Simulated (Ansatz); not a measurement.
Results of revPBE (Ansatz, an electronic-structure program, plane waves, PAW) for bcc Na.

Numerical settings: plane-wave cutoff 520 eV, 18×18×18 k mesh, Fermi–Dirac smearing 0.05 eV, scalar-relativistic PAW data made under PBE.

Pressure at four volumes; x = ln(V/39.323 Å³). One pressure is withheld.

```json
[
 {"V (Å³/atom)": "36.963", "x": "-0.0619", "P (GPa)": "0.483"},
 {"V (Å³/atom)": "39.323", "x": "0.0000", "P (GPa)": "0.001"},
 {"V (Å³/atom)": "40.896", "x": "0.0392", "P (GPa)": "-0.253"},
 {"V (Å³/atom)": "41.682", "x": "0.0583", "P (GPa)": "?"}
]
```

Problem. Pass a parabola P(x) through the three rows shown, estimate the bulk modulus and its pressure derivative near zero pressure, and predict the withheld pressure.

Solution. Slopes between the rows: (0.001 − (0.483))/(0.0000 − (-0.0619)) = -7.79 and (-0.253 − (0.001))/(0.0392 − (0.0000)) = -6.48 GPa. Their difference over the span 0.1011 is c = 1.31/0.1011 = 13.0 GPa, so P(x) = 0.483 + (-7.79)(x − (-0.0619)) + 13.0 (x − (-0.0619))(x − (0.0000)). At the middle row B = −dP/dx = −[-7.79 + 13.0 × 0.0619] = 7.0 GPa, and B′ = dB/dP = 2c/B = 3.7. At x = 0.0583 the parabola gives -0.362 GPa; the run gives -0.364 GPa. The Birch–Murnaghan fit to the energies at all volumes has B0 = 6.96 GPa and B′ = 3.7.

Measured, for comparison: bulk modulus 7.9 GPa (0 K value with the zero-point phonon effect removed, our sources range from 7.63 to 7.91; as tabulated in Mejia-Rodriguez and Trickey (2018), arXiv:1807.09216). Computed (rounded) less measured: bulk modulus -12 % (-9 % to -12 % over the range).
